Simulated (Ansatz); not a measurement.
The first iterations of a band of C$_{5}$H$_{7}$F (13 atoms, charge 0, multiplicity 1).

Computed with Ansatz, RKS BHLYP/6-31G*.

* movable images: 6
* climbing image: no
* spring: 5.0 eV/Å²
* optimiser: quadratic models (default)
* start path: through a guess of the saddle point
* force threshold: 0.05 eV/Å
* iteration limit: 60
* end points: relaxed

Initial state:

```xyz
13
Properties=species:S:1:pos:R:3
C -0.457 -2.261 0.715
C -0.203 -1.050 0.323
C 0.054 0.166 -0.061
C 0.756 0.491 -1.351
C -0.338 1.332 0.797
F -1.081 2.229 0.057
H 0.239 -2.813 1.330
H -1.372 -2.762 0.439
H 1.683 1.032 -1.160
H 0.991 -0.408 -1.909
H 0.128 1.132 -1.965
H -0.925 1.015 1.652
H 0.546 1.862 1.147
```

Final state:

```xyz
13
Properties=species:S:1:pos:R:3
C -0.601 -2.227 0.636
C -0.273 -1.021 0.289
C 0.065 0.182 -0.072
C 0.914 0.469 -1.280
C -0.378 1.385 0.709
F -1.143 1.038 1.788
H 0.011 -2.807 1.310
H -1.505 -2.692 0.272
H 1.826 0.995 -1.000
H 1.193 -0.448 -1.786
H 0.381 1.101 -1.989
H 0.489 1.940 1.067
H -0.961 2.051 0.073
```

| iteration | highest image above the first end (eV) | largest band force component (eV/Å) |
| --- | --- | --- |
| 1 | 4.283 | 19.769 |
| 2 | 0.507 | 4.059 |
| 3 | 0.184 | 1.590 |
| 4 | 0.220 | 0.750 |
| 5 | 2.652 | 9.329 |
| 6 | 0.693 | 3.749 |
| 7 | 0.169 | 1.195 |

Question: Does the band converge within its limit, and where does its top end?

Answer: The run converged. It ended after 21 iterations with the highest image 0.143 eV above the first end. No image climbed, so the highest image needn't sit at the top of the path.

The run took 5.3 min on 2 threads of Arm Neoverse V2, on a shared host, peak memory 0.23 GiB.
